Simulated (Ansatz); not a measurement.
Ansatz (an electronic-structure program) input:

Ansatz 0.2 input:
```yaml
crystal:
  periodic: [false, false, false]
  atoms:
    - {symbol: O, position_ang: [-0.00243054, 0.00011527, 0.11558805]}
    - {symbol: H, position_ang: [0.00282272, 0.82504889, -0.46332048]}
    - {symbol: H, position_ang: [0.01662162, -0.82597103, -0.46138388]}
basis:
  gaussian:
    orbitals: def2-TZVPD
hamiltonian:
  xc: {name: PBE-QIDH}
total_charge: 1
magnetization: {spin_polarized: true, initial_magnetization: 1}
correlation: {electrons: outside_noble_gas}
```

**Question.** Predict the final energy.

**Answer.** -75.91069 Eh (PBE-QIDH/def2-TZVPD). The basis has 58 functions.
